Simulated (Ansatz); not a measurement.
# K2S2: the cost of one run

Computed with Ansatz 0.2.0, Gaussian basis. Level: the settings change from run to run.

## 1. The geometry

The structure was relaxed beforehand with r2SCAN-D4 in a triple-zeta def2 set.

4 atoms, charge -1, spin multiplicity 2.

Atoms are counted from 1 here; the program's logs count them from 0.

Bond lengths: K1–S3 2.939 Å, K1–S4 2.940 Å, K2–S3 2.940 Å, K2–S4 2.939 Å. Angles: S3–K1–S4 43.2°, S3–K2–S4 43.2°, K1–S3–K2 95.6°, K1–S4–K2 95.6°.

Geometry (Å):

```xyz
4

K     0.1589   -1.0233   -2.0858
K    -1.5735    0.2642    1.6961
S     1.0637   -0.5268    0.6666
S     0.3509    1.2859   -0.2769
```

## 2. r2SCAN0/def2-TZVPD

Set apart from the defaults: D3(BJ) with three-body dispersion.

in.yaml

```yaml
crystal:
  periodic: [false, false, false]
  atoms:
    - {symbol: K, position_ang: [0.158941, -1.023281, -2.085761]}
    - {symbol: K, position_ang: [-1.573524, 0.264246, 1.696144]}
    - {symbol: S, position_ang: [1.063703, -0.526842, 0.666568]}
    - {symbol: S, position_ang: [0.350880, 1.285877, -0.276950]}
basis:
  gaussian: {orbitals: def2-TZVPD}
total_charge: -1
magnetization: {spin_polarized: true, initial_magnetization: 1}
hamiltonian: {xc: {name: r2SCAN0}, dispersion: d3bjatm}
scf: {omitted_lower_state_checks: [starts]}
output: {forces: true}
```

Command:

```sh
ansatz run in.yaml --threads 4 --pin off --events-out ev --progress --plain --max-ram 3916MiB
```

What time and memory should one allow on 4 threads of Arm Neoverse V1, shared host?

About 16 s, with a peak of 0.81 GiB.
